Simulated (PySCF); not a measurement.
**LiH: electronic excitations at several levels of theory**

Aim: compute the electronic excitations of LiH (`[LiH]`) at several levels, and see how far they spread and what each costs.

Programs: PySCF 2.14.0, with density-fitted response routines of our own. Each step states its level of theory. These are calculated values for one molecule in the gas phase, unless marked as measured. Atoms are numbered from 0 throughout.

## Step 1: Starting geometry

2 atoms, charge 0, multiplicity 1; geometry from: GFN2-xTB.

Bonds of the start (Å): Li0–H1 1.37.

## Step 2: Geometry optimisation at PBE0-D3(BJ)/def2-TZVP

Job settings and geometry (Å):

```
{"job": {"xc": "PBE0", "basis": "def2-TZVP", "d3": "d3bj", "grid": 2, "kind": "geom"}, "charge": 0, "multiplicity": 1}
Li     0.000000     0.000000     0.000000
H      0.000000     0.000000     1.374420
```

Log:

```text
step   0  E = -8.04298381  max force = 0.042174
step   1  E = -8.04998618  max force = 0.011220
step   2  E = -8.05069764  max force = 0.003287
step   3  E = -8.05077307  max force = 0.000401
step   4  E = -8.05077426  max force = 0.000016
optimisation converged
```

Run time: 0.8 s. Hardware: 1 thread of Arm Neoverse V2, shared host.

Relaxation path:

```
step  energy from step 0 (eV)  largest force component (eV/Å)
   0                   0.0000                          2.1687
   1                  -0.1905                          0.5770
   2                  -0.2099                          0.1690
   3                  -0.2120                          0.0206
   4                  -0.2120                          0.0008
```

The bond:

```
  bond  before (Å)  after (Å)  change (Å)
Li0–H1       1.374      1.598      +0.223
```

The next job starts from the end point, and lists it.

```
                         at the end point         value
  point group (found at 0.08 Å tolerance)           C∞v
rotational constants (GHz, main isotopes)  224.6, 224.6
                        dipole moment (D)          5.78
```

## Step 3: Ultraviolet spectrum: CAM-B3LYP/def2-TZVPD

Job settings and geometry (Å):

```
{"job": {"kind": "uv", "xc": "CAM-B3LYP", "basis": "def2-TZVPD", "nstates": 12, "ntriplets": 4}, "charge": 0, "multiplicity": 1}
Li    -0.000000     0.000000    -0.111703
H      0.000000    -0.000000     1.486123
```

With the program's defaults for keys left out, this is: TDDFT CAM-B3LYP/def2-TZVPD, vertical, gas phase, core orbitals frozen in the response.

Log:

```text
coarse grid: 1696 points
cycle   1  E = -8.0492447309  dE = -1.720e-01  |g| = 1.611e-01  |ddm| = 7.606e-01
cycle   2  E = -8.0614436620  dE = -1.220e-02  |g| = 3.900e-02  |ddm| = 2.447e-01
cycle   3  E = -8.0623280894  dE = -8.844e-04  |g| = 3.793e-03  |ddm| = 4.879e-02
cycle   4  E = -8.0623575535  dE = -2.946e-05  |g| = 9.899e-04  |ddm| = 1.242e-02
cycle   5  E = -8.0623599890  dE = -2.436e-06  |g| = 1.954e-04  |ddm| = 4.129e-03
final grid: 16224 points
cycle   6  E = -8.0633753183  dE = -4.114e-06  |g| = 4.378e-04  |ddm| = 2.883e-03
cycle   7  E = -8.0633754211  dE = -1.029e-07  |g| = 8.714e-05  |ddm| = 6.546e-04
cycle   8  E = -8.0633754317  dE = -1.058e-08  |g| = 3.299e-05  |ddm| = 2.067e-04
cycle   9  E = -8.0633754339  dE = -2.156e-09  |g| = 7.830e-06  |ddm| = 1.195e-04
cycle  10  E = -8.0633754340  dE = -1.754e-10  |g| = 8.932e-07  |ddm| = 4.270e-05
converged SCF energy = -8.0633754340

Static polarisability (au): isotropic 27.228, principal 24.291 28.697 28.697

Singlet excitations
state   eV       nm        f      main configurations
  1   3.5167    352.6   0.07241   H->L 0.97
  2   4.5849    270.4   0.19979   H->L+2 0.93
  3   4.5849    270.4   0.19979   H->L+1 0.93
  4   6.2800    197.4   0.00799   H->L+3 1.00
  5   6.7085    184.8   0.00815   H->L+4 0.59, H->L+5 0.34
  6   6.7085    184.8   0.00815   H->L+5 0.59, H->L+4 0.34
  7   6.8373    181.3   0.00664   H->L+6 0.96
  8   8.9328    138.8   0.24223   H->L+7 0.97
  9  10.0663    123.2   0.30371   H->L+9 0.99
 10  10.0663    123.2   0.30371   H->L+8 0.99
 11  11.2006    110.7   0.15588   H->L+10 0.97
 12  18.2466     67.9   0.03304   H->L+11 0.88, H->L+12 0.12

Triplet excitations (Tamm-Dancoff, eV): 2.9458 4.1794 4.1794 5.6765
```

Wall time 0.3 s (1 thread of Arm Neoverse V2, shared host).

Frontier orbitals and where they lie:

```
orbital      eV              atoms
 HOMO−1  -56.52           Li0 99 %
   HOMO   -6.87  H1 66 %, Li0 34 %
   LUMO   -0.70   Li0 96 %, H1 4 %
 LUMO+1    0.41           Li0 97 %
 LUMO+2    0.41           Li0 97 %
```

With each of the 12 states as a Gaussian band of 0.4 eV half-width at 1/e, the curve within the window shown has maxima at 352 nm (ε 2,900), 270 nm (ε 16,000), 185 nm (ε 1,000), 139 nm (ε 9,800), 123 nm (ε 25,000), 111 nm (ε 6,300) L/(mol cm). Beyond the last state computed it falls off for lack of states. The curve at chosen wavelengths:

```json
{"nm": "100", "ε (L/mol/cm)": "1"}
{"nm": "113", "ε (L/mol/cm)": "4700"}
{"nm": "126", "ε (L/mol/cm)": "17916"}
{"nm": "139", "ε (L/mol/cm)": "9804"}
{"nm": "152", "ε (L/mol/cm)": "228"}
{"nm": "165", "ε (L/mol/cm)": "27"}
{"nm": "178", "ε (L/mol/cm)": "697"}
{"nm": "191", "ε (L/mol/cm)": "863"}
{"nm": "204", "ε (L/mol/cm)": "313"}
{"nm": "217", "ε (L/mol/cm)": "51"}
{"nm": "230", "ε (L/mol/cm)": "282"}
{"nm": "243", "ε (L/mol/cm)": "3038"}
{"nm": "256", "ε (L/mol/cm)": "10665"}
{"nm": "269", "ε (L/mol/cm)": "16122"}
{"nm": "282", "ε (L/mol/cm)": "12986"}
{"nm": "295", "ε (L/mol/cm)": "6652"}
{"nm": "308", "ε (L/mol/cm)": "2869"}
{"nm": "321", "ε (L/mol/cm)": "2009"}
{"nm": "334", "ε (L/mol/cm)": "2448"}
{"nm": "347", "ε (L/mol/cm)": "2901"}
{"nm": "360", "ε (L/mol/cm)": "2841"}
{"nm": "373", "ε (L/mol/cm)": "2325"}
{"nm": "386", "ε (L/mol/cm)": "1641"}
{"nm": "399", "ε (L/mol/cm)": "1029"}
{"nm": "412", "ε (L/mol/cm)": "587"}
{"nm": "425", "ε (L/mol/cm)": "310"}
```

Ground-state properties from the same run:

```
           property  computed
  dipole moment (D)      5.73
polarisability (Å³)      4.03
 HOMO–LUMO gap (eV)      6.17
      −ε(HOMO) (eV)      6.87
```

## Step 4: Excited states and response: PBE0/def2-TZVPD

Job settings and geometry (Å):

```
{"job": {"kind": "uv", "xc": "PBE0", "basis": "def2-TZVPD", "nstates": 12, "ntriplets": 4}, "charge": 0, "multiplicity": 1}
Li    -0.000000     0.000000    -0.111703
H      0.000000    -0.000000     1.486123
```

With the program's defaults for keys left out, this is: TDDFT PBE0/def2-TZVPD, vertical, gas phase, core orbitals frozen in the response.

Log:

```text
coarse grid: 1696 points
cycle   1  E = -8.0321105873  dE = -1.316e-01  |g| = 1.834e-01  |ddm| = 7.829e-01
cycle   2  E = -8.0447379849  dE = -1.263e-02  |g| = 8.422e-02  |ddm| = 3.813e-01
cycle   3  E = -8.0498568943  dE = -5.119e-03  |g| = 7.633e-03  |ddm| = 1.627e-01
cycle   4  E = -8.0498912590  dE = -3.436e-05  |g| = 5.287e-04  |ddm| = 1.223e-02
cycle   5  E = -8.0498917847  dE = -5.256e-07  |g| = 6.767e-05  |ddm| = 2.356e-03
final grid: 16224 points
cycle   6  E = -8.0512185346  dE = -5.795e-06  |g| = 7.265e-04  |ddm| = 4.455e-03
cycle   7  E = -8.0512187721  dE = -2.375e-07  |g| = 3.051e-04  |ddm| = 1.729e-03
cycle   8  E = -8.0512188268  dE = -5.473e-08  |g| = 2.396e-05  |ddm| = 4.822e-04
cycle   9  E = -8.0512188271  dE = -2.495e-10  |g| = 2.390e-06  |ddm| = 3.073e-05
converged SCF energy = -8.0512188271

Static polarisability (au): isotropic 28.682, principal 25.164 30.440 30.440

Singlet excitations
state   eV       nm        f      main configurations
  1   3.3990    364.8   0.07081   H->L 0.99
  2   4.3798    283.1   0.19096   H->L+2 0.91, H->L+1 0.08
  3   4.3798    283.1   0.19096   H->L+1 0.91, H->L+2 0.08
  4   6.0024    206.6   0.00379   H->L+3 0.98
  5   6.3915    194.0   0.01431   H->L+4 0.97
  6   6.3915    194.0   0.01431   H->L+5 0.97
  7   6.6494    186.5   0.01055   H->L+6 0.97
  8   8.7143    142.3   0.22990   H->L+7 0.99
  9   9.8615    125.7   0.30814   H->L+9 0.99
 10   9.8615    125.7   0.30814   H->L+8 0.99
 11  11.0294    112.4   0.16555   H->L+10 0.99
 12  18.2127     68.1   0.03046   H->L+11 0.85, H->L+12 0.15

Triplet excitations (Tamm-Dancoff, eV): 2.7730 3.8878 3.8878 5.3780
```

Run time: 0.2 s. Hardware: 1 thread of Arm Neoverse V2, shared host.

This run: HOMO -5.45 eV, LUMO -1.08 eV; lowest singlet 3.40 eV.

## Step 5: Excited states and response: PBE/def2-TZVPD

Job settings and geometry (Å):

```
{"job": {"kind": "uv", "xc": "PBE", "basis": "def2-TZVPD", "nstates": 12, "ntriplets": 4}, "charge": 0, "multiplicity": 1}
Li    -0.000000     0.000000    -0.111703
H      0.000000    -0.000000     1.486123
```

With the program's defaults for keys left out, this is: TDDFT PBE/def2-TZVPD, vertical, gas phase, core orbitals frozen in the response.

Log:

```text
coarse grid: 1696 points
cycle   1  E = -8.0166340003  dE = -9.189e-02  |g| = 2.166e-01  |ddm| = 8.033e-01
cycle   2  E = -7.9807852014  dE =  3.585e-02  |g| = 2.582e-01  |ddm| = 8.367e-01
cycle   3  E = -8.0429444668  dE = -6.216e-02  |g| = 4.030e-02  |ddm| = 6.469e-01
cycle   4  E = -8.0442481285  dE = -1.304e-03  |g| = 1.280e-03  |ddm| = 8.631e-02
cycle   5  E = -8.0442493059  dE = -1.177e-06  |g| = 2.777e-04  |ddm| = 4.060e-03
final grid: 16224 points
cycle   6  E = -8.0458681503  dE = -8.355e-06  |g| = 1.976e-03  |ddm| = 7.550e-03
cycle   7  E = -8.0458680489  dE =  1.014e-07  |g| = 1.985e-03  |ddm| = 7.782e-03
cycle   8  E = -8.0458708810  dE = -2.832e-06  |g| = 1.579e-04  |ddm| = 3.989e-03
cycle   9  E = -8.0458708950  dE = -1.401e-08  |g| = 6.690e-06  |ddm| = 2.196e-04
cycle  10  E = -8.0458708951  dE = -2.013e-11  |g| = 7.074e-07  |ddm| = 9.213e-06
converged SCF energy = -8.0458708951

Static polarisability (au): isotropic 32.751, principal 29.795 34.229 34.229

Singlet excitations
state   eV       nm        f      main configurations
  1   3.0232    410.1   0.07496   H->L 0.97
  2   4.0043    309.6   0.18343   H->L+1 0.95
  3   4.0043    309.6   0.18343   H->L+2 0.95
  4   5.5803    222.2   0.00193   H->L+3 0.88, H->L+6 0.10
  5   5.9442    208.6   0.01567   H->L+5 0.59, H->L+4 0.39
  6   5.9442    208.6   0.01567   H->L+4 0.59, H->L+5 0.39
  7   6.2442    198.6   0.01027   H->L+6 0.90, H->L+3 0.08
  8   8.4835    146.1   0.20127   H->L+7 0.97
  9   9.7278    127.5   0.30989   H->L+8 0.98
 10   9.7278    127.5   0.30989   H->L+9 0.98
 11  10.8418    114.4   0.18852   H->L+10 0.98
 12  17.6064     70.4   0.03381   H->L+11 0.50, H->L+12 0.50

Triplet excitations (Tamm-Dancoff, eV): 2.4338 3.5725 3.5725 5.0474
```

It took 0.2 s on 1 thread of Arm Neoverse V2, shared host.

This run: HOMO -4.37 eV, LUMO -1.59 eV; lowest singlet 3.02 eV.

## Step 6: Ultraviolet spectrum: B3LYP/def2-TZVPD

Job settings and geometry (Å):

```
{"job": {"kind": "uv", "xc": "B3LYP", "basis": "def2-TZVPD", "nstates": 12, "ntriplets": 4}, "charge": 0, "multiplicity": 1}
Li    -0.000000     0.000000    -0.111703
H      0.000000    -0.000000     1.486123
```

Level: TDDFT B3LYP/def2-TZVPD, vertical, gas phase, core orbitals frozen in the response.

Log:

```text
coarse grid: 1696 points
cycle   1  E = -8.0657173876  dE = -1.231e-01  |g| = 1.888e-01  |ddm| = 7.944e-01
cycle   2  E = -8.0753447432  dE = -9.627e-03  |g| = 1.201e-01  |ddm| = 4.888e-01
cycle   3  E = -8.0860929863  dE = -1.075e-02  |g| = 1.066e-02  |ddm| = 2.339e-01
cycle   4  E = -8.0861649511  dE = -7.196e-05  |g| = 4.337e-04  |ddm| = 1.976e-02
cycle   5  E = -8.0861653023  dE = -3.512e-07  |g| = 7.489e-05  |ddm| = 1.803e-03
final grid: 16224 points
cycle   6  E = -8.0873510854  dE = -5.661e-06  |g| = 9.304e-04  |ddm| = 5.291e-03
cycle   7  E = -8.0873514241  dE = -3.387e-07  |g| = 5.460e-04  |ddm| = 2.501e-03
cycle   8  E = -8.0873516114  dE = -1.873e-07  |g| = 3.037e-05  |ddm| = 8.830e-04
cycle   9  E = -8.0873516118  dE = -4.500e-10  |g| = 3.206e-06  |ddm| = 4.202e-05
converged SCF energy = -8.0873516118

Static polarisability (au): isotropic 29.256, principal 26.508 30.629 30.629

Singlet excitations
state   eV       nm        f      main configurations
  1   3.2460    382.0   0.07198   H->L 0.98
  2   4.2882    289.1   0.18558   H->L+2 0.99
  3   4.2882    289.1   0.18558   H->L+1 0.99
  4   5.9100    209.8   0.00368   H->L+3 0.95
  5   6.2787    197.5   0.01140   H->L+4 0.72, H->L+5 0.27
  6   6.2787    197.5   0.01140   H->L+5 0.72, H->L+4 0.27
  7   6.5021    190.7   0.00840   H->L+6 0.94
  8   8.7286    142.0   0.21755   H->L+7 0.98
  9   9.9315    124.8   0.31210   H->L+9 0.98
 10   9.9315    124.8   0.31210   H->L+8 0.98
 11  11.0224    112.5   0.17889   H->L+10 0.99
 12  17.8641     69.4   0.03345   H->L+12 0.80, H->L+11 0.20

Triplet excitations (Tamm-Dancoff, eV): 2.7122 3.9585 3.9585 5.4080
```

Wall time 0.2 s (1 thread of Arm Neoverse V2, shared host).

In short: HOMO -5.32 eV, LUMO -1.37 eV; lowest singlet 3.25 eV.

## Step 7: Side by side: electronic excitations

Excitations and ground-state properties, with basis size and wall time:

```
                 run  lowest singlet (eV)  brightest (eV)      f  gap (eV)  α (Å³)  μ (D)  functions   time
CAM-B3LYP/def2-TZVPD                 3.52           10.07  0.304      6.17    4.03   5.73         26  0.3 s
     PBE0/def2-TZVPD                 3.40            9.86  0.308      4.37    4.25   5.72         26  0.2 s
      PBE/def2-TZVPD                 3.02            9.73  0.310      2.79    4.85   5.58         26  0.2 s
    B3LYP/def2-TZVPD                 3.25            9.93  0.312      3.95    4.34   5.69         26  0.2 s
```

## Step 8: What came out

| quantity | value |
| --- | --- |
| point group | C∞v |
| rotational constants (main isotopes) | 224.63, 224.63 GHz |
| lowest singlet (CAM-B3LYP/def2-TZVPD) | 3.52 eV (353 nm), f = 0.072 |
| brightest single state of those computed | state 9, 10.07 eV, f = 0.304 |
| lowest triplet | 2.95 eV |
| range of the lowest singlet | 3.02 to 3.52 eV |

Single values in the summary come from the first run of each kind that ended normally (CAM-B3LYP/def2-TZVPD), which need not be the best level. Relaxing lowered the energy by 0.212 eV in 4 steps; the close pair that moved most is Li0–H1, from 1.374 to 1.598 Å. The lowest singlet, at 3.52 eV, is HOMO→LUMO 0.97 and is bright; of the 12 states computed, the strongest absorption comes from states 9 to 10 together at 10.07 eV. The lowest triplet lies 0.57 eV below the lowest singlet (triplets in Tamm-Dancoff, singlets in full TDDFT). States above −ε(HOMO) lie where TDDFT describes them poorly and they hang on the basis; the brightest is among them. The lowest singlet runs from 3.02 eV (PBE/def2-TZVPD) to 3.52 eV (CAM-B3LYP/def2-TZVPD), while the orbital gap spans 2.79 to 6.17 eV: the excitation energy moves far less from run to run than the orbital gap does. The lowest state need not be the same one in every run.
